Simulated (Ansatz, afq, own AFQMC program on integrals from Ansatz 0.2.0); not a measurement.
# GeH$_{2}$, triplet: AFQMC among the cluster methods

```xyz
3

Ge    0.0000   -0.0208    0.0000
H     0.0000    0.7490   -1.3344
H     0.0000    0.7490    1.3344
```

Basis aug-cc-pVDZ. Noble-gas cores (and the filled d shells of Ga–Kr and In–Xe) are frozen. Ansatz 0.2.0 and our own AFQMC program on the same integrals; the CISD trial comes from CCSD amplitudes, and released means the phaseless constraint is let go. Free AFQMC starts from the CCSD state and is never constrained. Its projection time is finite, and what remains of the start isn't in its error. Error bars are statistical, one sigma. No spin–orbit coupling.

Determinant: ROHF, the one that the program's search chose, which needn't be the lowest solution. The geometry is a PBE0/def2-TZVP stationary point of this or a neighbouring charge and spin state.

No full CI on the walks' own integrals is used here; CCSDT(Q) serves as the reference and is uncertain by about the last step of the cluster series.

Cautions: no relativity below Rb; no spin-orbit coupling; inner d shell frozen; lower spins were not checked.

* T1 diagnostic: 0.0203
* weight of the determinant in the CISD state: 0.933
* size of the correlated space: 6 electrons in 40 orbitals

Reference: CCSDT(Q), correlation energy -2.694 eV. The released energy is read at 2.40 1/Eh (meV from the phaseless value at times in 1/Eh: -0.3 ± 0.8 at 0.24, -1.4 ± 0.6 at 0.51, -2.2 ± 0.7 at 0.99, -1.7 ± 0.5 at 1.62, -2.5 ± 0.8 at 2.40).

| level | E − E(reference) (meV) | share of correlation (%) |
| --- | --- | --- |
| HF | 2694.1 | 0.00 |
| MP2 | 667.5 | 75.23 |
| CCSD | 76.5 | 97.16 |
| CCSD(T) | 18.6 | 99.31 |
| CCSDT | 1.2 | 99.96 |
| ph-AFQMC/HF | 6.4 ± 11.8 | 99.76 |
| ph-AFQMC/CISD | 2.7 ± 1.0 | 99.90 |
| released AFQMC | 0.2 ± 0.8 | 99.99 |
| free AFQMC | 0.0 ± 0.7 | 100.00 |

Free projections are given only where their last times agree within the noise and don't stop above the reference; a slow remainder of the start can still hide under it. A walk keeps the symmetry of its determinant, which the program's search chose and which needn't be the lowest solution, so a lower state of the same spin and another symmetry isn't excluded. Released energies are given only where the last usable release times agree within the noise; a slower fall can still hide under it.
